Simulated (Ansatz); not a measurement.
## How the cohesive energy of 1T (CdI2-type) HfS2 moves with the method

No measured value is used here.

```csv
level (code),value (eV/atom),cell (Å³/atom)
LDA (Ansatz),___,20.72
PBE (Ansatz),5.75,26.26
PBEsol (Ansatz),___,22.13
RPBE (Ansatz),5.37,30.20
PBE-D4 (Ansatz),6.01,22.13
PBEsol-D3(BJ) (Ansatz),___,20.26
rVV10 (Ansatz),5.87,22.72
HSE06 (Ansatz),5.70,25.67
LC-ωPBE (Ansatz),5.73,24.46
PBE0 (Ansatz),5.70,25.36
```

**Question.** Some entries are withheld; supply them.

**Answer.** 
- LDA (Ansatz, a first-principles code), value (eV/atom): 6.70
- PBEsol (Ansatz), value (eV/atom): 6.20
- PBEsol-D3(BJ) (Ansatz), value (eV/atom): 6.52

Free atoms are spin-polarised, in the lowest state found; at levels without +SOC their spin–orbit coupling is left out.  Density-functional levels without +SOC have no spin–orbit coupling, which shifts binding energies of heavy elements. LDA: LDA has no dispersion term either, though it tends to give short spacings of layers, chains or molecules. PBE, RPBE: for a layered or molecular solid the relaxed cell lies over 5 % above the published volume, where the minimum can be shallow. PBE, PBEsol, RPBE, HSE06, LC-ωPBE, PBE0: the cell comes from a level without a dispersion term, which matters for the spacing of layers, chains or molecules. HSE06, LC-ωPBE, PBE0: the free atom's electronic state is in doubt. Each level is taken at its own relaxed cell. Cutoffs and k meshes differ between the levels. Ansatz's density-functional and Hartree–Fock values are scalar-relativistic unless marked +SOC, with PAW data made under PBE.
